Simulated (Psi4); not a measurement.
# triplet CH6BN at 3 levels

Aim: a comparison of 3 runs (UHF/STO-3G, UHF/3-21G, UB3LYP/6-31G*) of triplet CH6BN. 

The calculation is run with Psi4 1.11.

2 further runs of the same task are left out: 2 set aside as unsound or not needed.

## Step 1: The molecule

CH6BN has 9 atoms, charge 0, and is taken as a triplet. SMILES of the parent species: `CBN`. Geometry: relaxed at PBE0-D4/def2-TZVP. That shape belongs to the parent species and isn't relaxed for this state.

Bond lengths: C1–B2 1.568 Å, B2–N3 1.392 Å, C1–H4 1.096 Å, C1–H5 1.095 Å, C1–H6 1.094 Å, B2–H7 1.202 Å, N3–H8 1.005 Å, N3–H9 1.007 Å. Some angles: C1–B2–N3 122.0°, C1–B2–H7 121.0°, N3–B2–H7 117.0°, B2–C1–H4 110.3°, B2–C1–H5 110.4°, B2–C1–H6 114.3°, B2–N3–H8 123.2°, B2–N3–H9 123.1°, H4–C1–H5 105.5°, H4–C1–H6 108.0°.

## Step 2: A single-point energy at UHF/STO-3G (run 1)

File job.in:

```
memory 2200 MB

molecule system {
  0 3
  C     -0.665300     0.757700    -0.590300
  B      0.459400    -0.282900    -0.256200
  N      0.592800    -0.842800     1.010700
  H     -1.291900     0.390800    -1.410600
  H     -0.224600     1.692200    -0.954300
  H     -1.319900     0.998900     0.252300
  H      1.248800    -0.632800    -1.092800
  H      1.306200    -1.511000     1.244900
  H     -0.016800    -0.616400     1.779200
  symmetry c1
  no_reorient
  no_com
}

set {
  basis         STO-3G
  reference     uhf
  puream        true
  e_convergence 1e-09
  d_convergence 1e-08
  scf_type      pk
  maxiter       100
}

e_tot, wfn = energy('scf', return_wfn=True)
oeprop(wfn, 'MULLIKEN_CHARGES', 'DIPOLE', 'WIBERG_LOWDIN_INDICES', title='SCF')
```

Command:

```
$ psi4 -n 1 job.in job.out
```

job.out:

```text
[...]
  Running in c1 symmetry.
[...]
  Nuclear repulsion =   67.986732290150556
[...]
  Multiplicity = 3
[...]
  Nalpha       = 13
  Nbeta        = 11
[...]
    Number of basis functions: 21
[...]
   @UHF iter   1:  -118.75977459538143   -2.37429e+00   1.07726e-02 ADIIS/DIIS
[...]
   @UHF iter  13:  -118.80568390719924   -2.41585e-13   5.41352e-09 DIIS
[...]
   @S^2 Observed:                2.021014843E+00
[...]
    Orbital Energies [Eh]
    ---------------------
    Alpha Occupied:
       1A    -15.565135     2A    -10.924039     3A     -7.206206
       4A     -1.296576     5A     -0.837192     6A     -0.771287
       7A     -0.738554     8A     -0.652780     9A     -0.471077
      10A     -0.446305    11A     -0.419068    12A     -0.326678
      13A     -0.076804
    Alpha Virtual:
      14A      0.473356    15A      0.555317    16A      0.730433
      17A      0.771329    18A      0.790825    19A      0.817668
      20A      0.953605    21A      0.983899
[...]
  @UHF Final Energy:  -118.80568390719924
   => Energetics <=
    Nuclear Repulsion Energy =             67.9867322901505560
    One-Electron Energy =                -295.2068617696239698
    Two-Electron Energy =                 108.4144455722741895
    Total Energy =                       -118.8056839071992385
  UHF NO Occupations:
  HONO-2 :   11  A 1.9950033
  HONO-1 :   12  A 1.0000000
[...]
 Multipole Moments:
 ------------------------------------------------------------------------------------
     Multipole            Electronic (a.u.)      Nuclear  (a.u.)        Total (a.u.)
 ------------------------------------------------------------------------------------
 L = 1.  Multiply by 2.5417464519 to convert [e a0] to [Debye]
 Dipole X            :         -3.7627266            4.0753834            0.3126568
 Dipole Y            :          3.5951804           -4.6226480           -1.0274676
 Dipole Z            :         -1.7448207            3.9132449            2.1684242
 Magnitude           :                                                    2.4198156
[...]
  Mulliken Charges: (a.u.)
   Center  Symbol    Alpha    Beta     Spin     Total
       1     C     3.05535  3.20869 -0.15335 -0.26404
       2     B     3.06567  1.92144  1.14423  0.01289
       3     N     4.17881  3.00656  1.17225 -0.18537
       4     H     0.51192  0.46882  0.04310  0.01927
       5     H     0.51169  0.46889  0.04280  0.01943
       6     H     0.50551  0.49723  0.00828 -0.00274
       7     H     0.52070  0.62088 -0.10018 -0.14158
       8     H     0.32415  0.40319 -0.07904  0.27266
       9     H     0.32621  0.40430 -0.07809  0.26949
   Total alpha = 13.00000, Total beta = 11.00000, Total charge =  0.00000
[...]
```

Run time: 7.5 s. Hardware: 1 thread of Intel Xeon at 2.50GHz (Skylake/Cascade Lake), shared host; peak memory 0.18 GiB.

## Step 3: Energy and forces at UHF/3-21G (run 2)

File ch6bn.xyz:

```xyz
9
CH6BN
C     -0.665300     0.757700    -0.590300
B      0.459400    -0.282900    -0.256200
N      0.592800    -0.842800     1.010700
H     -1.291900     0.390800    -1.410600
H     -0.224600     1.692200    -0.954300
H     -1.319900     0.998900     0.252300
H      1.248800    -0.632800    -1.092800
H      1.306200    -1.511000     1.244900
H     -0.016800    -0.616400     1.779200
```

File run.py:

```python
import psi4

psi4.set_memory(2200000000)
psi4.set_num_threads(1)
psi4.set_output_file('psi4.out', False)

with open('ch6bn.xyz') as f:
    atoms = ''.join(f.readlines()[2:])
molecule = psi4.geometry('0 3\n' + atoms + 'symmetry c1')

psi4.set_options({
    'reference': 'uhf',
    'puream': True,
    'e_convergence': 1e-09,
    'd_convergence': 1e-08,
    'scf_type': 'pk',
    'maxiter': 100,
})

result, w = psi4.gradient('hf/3-21G', return_wfn=True)
psi4.oeprop(w, 'MULLIKEN_CHARGES', 'LOWDIN_CHARGES', 'WIBERG_LOWDIN_INDICES')
print('gradient / Eh bohr^-1')
print(result.np.round(6))
print(f'energy = {w.energy():.10f} Eh')
```

Command:

```
$ python run.py
```

psi4.out, shortened:

```text
[...]
  Running in c1 symmetry.
[...]
  Nuclear repulsion =   67.986732290150556
[...]
  Multiplicity = 3
[...]
  Nalpha       = 13
  Nbeta        = 11
[...]
    Number of basis functions: 39
[...]
   @UHF iter   1:  -119.48214667027516   -5.01037e-01   1.05456e-02 DIIS/ADIIS
[...]
   @UHF iter  19:  -119.58799541444120   -1.22213e-12   7.37578e-09 DIIS
[...]
   @S^2 Observed:                2.013154968E+00
[...]
  @UHF Final Energy:  -119.58799541444120
   => Energetics <=
    Nuclear Repulsion Energy =             67.9867322901505560
    One-Electron Energy =                -295.4788047342539699
    Two-Electron Energy =                 107.9040770296622327
    Total Energy =                       -119.5879954144411954
  UHF NO Occupations:
  HONO-2 :   11  A 1.9954467
  HONO-1 :   12  A 1.0000000
[...]
 Multipole Moments:
 ------------------------------------------------------------------------------------
     Multipole            Electronic (a.u.)      Nuclear  (a.u.)        Total (a.u.)
 ------------------------------------------------------------------------------------
 L = 1.  Multiply by 2.5417464519 to convert [e a0] to [Debye]
 Dipole X            :          1.2256131           -1.2695409           -0.0439279
 Dipole Y            :         -1.1559781            1.1700690            0.0140909
 Dipole Z            :          0.4284997           -0.3693862            0.0591135
 Magnitude           :                                                    0.0749841
[...]
  -Total Gradient:
     Atom            X                  Y                   Z
    ------   -----------------  -----------------  -----------------
       1        0.032728547845    -0.053836332492     0.076675701781
       2        0.008000480703     0.006081422736    -0.036259101417
       3       -0.018737222571     0.040062264666    -0.069319414394
       4        0.001614194290    -0.003853134909    -0.005531442454
       5        0.005698216586     0.001131343297    -0.003808686171
       6       -0.016297030732     0.016063428847    -0.007885058481
       7       -0.013214345258    -0.004416518102     0.043135345894
       8        0.004232584210    -0.002734803024    -0.002305142770
       9       -0.004025425074     0.001502328981     0.005297798013
[...]
  Mulliken Charges: (a.u.)
   Center  Symbol    Alpha    Beta     Spin     Total
[...]
```

The script printed:

```text
gradient / Eh bohr^-1
[[ 0.032729 -0.053836  0.076676]
 [ 0.008     0.006081 -0.036259]
 [-0.018737  0.040062 -0.069319]
 [ 0.001614 -0.003853 -0.005531]
 [ 0.005698  0.001131 -0.003809]
 [-0.016297  0.016063 -0.007885]
 [-0.013214 -0.004417  0.043135]
 [ 0.004233 -0.002735 -0.002305]
 [-0.004025  0.001502  0.005298]]
energy = -119.5879954144 Eh
```

It took 10 s on 1 thread of Intel Xeon at 2.50GHz (Skylake/Cascade Lake), shared host; peak memory 0.18 GiB.

## Step 4: Energy and forces at UB3LYP/6-31G(d) (Cartesian functions) (run 3)

File job.inp:

```
memory 2200 mb

molecule {
  0 3
  C     -1.25723479     1.43184548    -1.11550533
  B      0.86814018    -0.53460352    -0.48414783
  N      1.12022965    -1.59266118     1.90994619
  H     -2.44133718     0.73850497    -2.66564767
  H     -0.42443249     3.19779455    -1.80336564
  H     -2.49424951     1.88764743     0.47677790
  H      2.35988998    -1.19581869    -2.06509271
  H      2.46836026    -2.85537617     2.35252005
  H     -0.03174740    -1.16482718     3.36220072
  units bohr
  symmetry c1
  no_reorient
  no_com
}

set {
  basis 6-31G*
  reference uks
  puream false
  e_convergence 1e-09
  d_convergence 1e-08
  scf_type pk
  dft_radial_points 99
  dft_spherical_points 590
  maxiter 100
}

energy_value, wavefunction = gradient("b3lyp", return_wfn=True)
oeprop(wavefunction, "WIBERG_LOWDIN_INDICES", "QUADRUPOLE", "LOWDIN_CHARGES", title="B3LYP")
```

Command:

```
$ psi4 -i job.inp -o job.out -n 1
```

job.out, shortened:

```text
[...]
  Running in c1 symmetry.
[...]
  Nuclear repulsion =   67.986732381100936
[...]
  Multiplicity = 3
[...]
  Nalpha       = 13
  Nbeta        = 11
[...]
    Number of basis functions: 57
[...]
   @UKS iter   1:  -120.68882160983617    3.25093e-02   1.59228e-02 ADIIS/DIIS
[...]
   @UKS iter  21:  -121.11690872533885   -3.69482e-13   1.50983e-09 DIIS
[...]
   @S^2 Observed:                2.006551485E+00
[...]
  @UKS Final Energy:  -121.11690872533885
   => Energetics <=
    Nuclear Repulsion Energy =             67.9867323811009356
    One-Electron Energy =                -296.2652203598372012
    Two-Electron Energy =                 122.2736000848361755
    DFT Exchange-Correlation Energy =     -15.1120208314387359
    Empirical Dispersion Energy =           0.0000000000000000
    VV10 Nonlocal Energy =                  0.0000000000000000
    Total Energy =                       -121.1169087253388454
[...]
  -Total Gradient:
     Atom            X                  Y                   Z
    ------   -----------------  -----------------  -----------------
       1       -0.004941645850     0.006267685594    -0.005982041869
       2        0.002756731469    -0.054997667993     0.147936527677
       3       -0.011135011877     0.053009370130    -0.123219097858
       4        0.007732133478    -0.002286449262     0.004450976197
       5        0.002511215365    -0.008442173797     0.002236911129
       6        0.005499352270    -0.003559347357    -0.002691470810
       7       -0.001373616995     0.002964624617    -0.005242066231
       8       -0.009347115573     0.009360582986    -0.004746196200
       9        0.008297651747    -0.002315448139    -0.012746055593
[...]
 Multipole Moments:
 ------------------------------------------------------------------------------------
[...]
```

It took 88 s on 1 thread of Intel Xeon at 2.50GHz (Skylake/Cascade Lake), shared host; peak memory 1 GiB.

## Step 5: The series

```csv
run,level,task,Cartesian functions,energy (Eh),dipole moment (D),HOMO energy (eV),LUMO energy (eV),wall time
1,UHF/STO-3G,energy,no,-118.805684,6.15,-2.09,3.14,7.5 s
2,UHF/3-21G,gradient,no,-119.587995,0.19,-3.72,-2.19,10 s
3,UB3LYP/6-31G* (Cartesian functions),gradient,yes,-121.116909,5.51,-1.06,–,88 s
```

## Step 6: Summary of results

| quantity | value |
| --- | --- |
| run 3: total energy | -121.11691 Eh |
| run 3: dipole moment | 5.51 D |
| run 3: HOMO energy (highest over α and β) | -1.06 eV |
| run 3: ⟨S²⟩ | 2.007 |
| run 3: largest force on an atom | 8.117 eV/Å |

What this shows: The dipole moment (its size) runs from 0.19 D (UHF/3-21G) to 6.15 D (UHF/STO-3G). So wide a spread suggests that the runs ended on unlike SCF solutions, not only an effect of the method. In run 1 the basis is minimal, so the values are rough. All runs together took 1.8 min, the longest 88 s.
